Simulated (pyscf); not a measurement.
## Routes from H₂N–SiH₂–NH₂ + silane (SiH₄)

Candidate steps break at most two bonds and form at most two. Each was searched with GFN2-xTB (tblite) first. Optimised with ωB97X-D3(BJ)/def2-SVP in PySCF. Energies: ωB97M-D3(BJ)/def2-TZVP, kJ/mol, from the separated reactants, singlet surface; ΔG‡ with ideal gas, 1 atm, RRHO with modes under 100 cm⁻¹ raised to 100, one conformer, R ln 2 for chiral ones without a mode under 150 cm⁻¹.

| products | type | ΔE‡ | ΔE | ΔG‡ 298 K | ΔG‡ 900 K | ν‡ (cm⁻¹) |
|---|---|---|---|---|---|---|
| H₂N–SiH₂–NH–SiH₃ + H₂ | four-centre exchange | 180.2 | -31.8 | 214.6 | 298.6 | 1389i |
| H₂N–SiH(NH₂)–SiH₃ + H₂ | four-centre exchange | 316.8 | +35.3 | 352.0 | 429.6 | 1663i |

Plain bond fissions and candidates not yet searched are not listed, and one of them may be faster. Each barrier is that of the saddle found; lower ones may exist.
